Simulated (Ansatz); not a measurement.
# NH₃ (triplet): the correlation ladder at distance H1–H2 along a hydrogen transfer = 1.036 Å, 6-31G

Aim: climb from Hartree-Fock through coupled cluster and multireference methods for NH₃ (triplet) at one geometry and basis, and see what each rung misses.

Program: Ansatz 0.2.0, Gaussian basis. Level of theory: 6-31G, core rule «outside noble gas», up to 1 orbitals frozen. These are calculated values, not measurements.

The runs, in order: UHF; CCSD(T) on ROHF; CCSD(T) on UHF; BCCD(T) on ROHF; CISD; CCSDT(Q) on ROHF; CCSDT(Q) on UHF; CISDTQ; CCSDTQ on ROHF; CCSDTQ on UHF; CASSCF and MRCISD+Q, 4 electrons in 4 orbitals; CASSCF and NEVPT2, 4 electrons in 4 orbitals; CASSCF and MRCISD+Q, 8 electrons in 7 orbitals; CASSCF and NEVPT2, 8 electrons in 7 orbitals; Full CI.

7 further runs of the same task are left out: 7 that didn't finish.

## (1) The geometry

The geometry derives from fragments relaxed apart (PBE0/def2-TZVP) and kept rigid, so it is no stationary point. A hydrogen atom is moved between rigid fragments.

4 atoms, charge 0, spin multiplicity 3.

Atoms are counted from 1 here; the program's logs count them from 0.

Bond lengths: H2–N3 1.259 Å, N3–H4 1.040 Å. Angles: H2–N3–H4 105.0°.

## (2) UHF

Input file in.yaml:

```yaml
crystal:
  periodic: [false, false, false]
  atoms:
    - {symbol: H, position_ang: [-2.100584, 0.059434, 0.000000]}
    - {symbol: H, position_ang: [-1.064584, 0.059434, 0.000000]}
    - {symbol: N, position_ang: [0.194416, 0.059434, 0.000000]}
    - {symbol: H, position_ang: [0.463497, -0.944792, 0.000000]}
basis:
  gaussian: {orbitals: 6-31G}
magnetization: {spin_polarized: true, initial_magnetization: 2}
hamiltonian: {xc: hf}
output: {orbitals: {seedname: orbitals}}
```

The run is started by

```console
ansatz run in.yaml --threads 1 --pin off --events-out ev --progress --plain --max-ram 2393MiB
```

After this run come: CCSD(T) on ROHF; CCSD(T) on UHF; BCCD(T) on ROHF; CISD; CCSDT(Q) on ROHF; CCSDT(Q) on UHF; CISDTQ; CCSDTQ on ROHF; CCSDTQ on UHF; CASSCF and MRCISD+Q, 4 electrons in 4 orbitals; CASSCF and NEVPT2, 4 electrons in 4 orbitals; CASSCF and MRCISD+Q, 8 electrons in 7 orbitals; CASSCF and NEVPT2, 8 electrons in 7 orbitals; Full CI.

Before running them: what should the planned runs give, taken together? Wanted: FCI below the RHF energy; RMP2 from FCI; UMP2 from FCI; RCCSD from FCI; RCCSD(T) from FCI; UCCSD(T) from FCI; RCCSDT(Q) from FCI; UCCSDT(Q) from FCI; NEVPT2 pair from FCI.

As calculated:

```
                         quantity                                                                                                                         value
         FCI below the RHF energy                                                                                                                    -3.4748 eV
                    RMP2 from FCI                                                                                                                    +655.7 meV
                    UMP2 from FCI                                                                                                                    +649.6 meV
                   RCCSD from FCI                                                                                                                     +60.5 meV
                RCCSD(T) from FCI                                                                                                                     +15.5 meV
                UCCSD(T) from FCI                                                                                                                     +14.5 meV
               RCCSDT(Q) from FCI                                                                                                                      +0.5 meV
               UCCSDT(Q) from FCI                                                                                                                       0.0 meV
             NEVPT2 pair from FCI                                                                                                                    +417.9 meV
           MRCISD+Q pair from FCI                                                                                                                     +18.9 meV
          NEVPT2 valence from FCI                                                                                                                    +320.0 meV
levels within 1 kcal/mol (43 meV)  RCCSD(T), UCCSD(T), BCCD(T), RCCSDT, UCCSDT, CISDTQ, RCCSDT(Q), UCCSDT(Q), RCCSDTQ, UCCSDTQ, MRCISD+Q pair, MRCISD+Q valence
                    T1 diagnostic                                                                                                                         0.038
   effectively unpaired electrons                                                                                                                          2.03
```

What this shows: RCCSD(T) misses by +15.5 meV, 0.4 % of the correlation energy. One determinant dominates. Of the multireference levels listed MRCISD+Q valence comes nearest in total energy (+13.1 meV), which doesn't show that its space is the better one. These misses are within one basis, not against nature; the frozen cores of restricted and unrestricted runs differ, which can shift their rows.
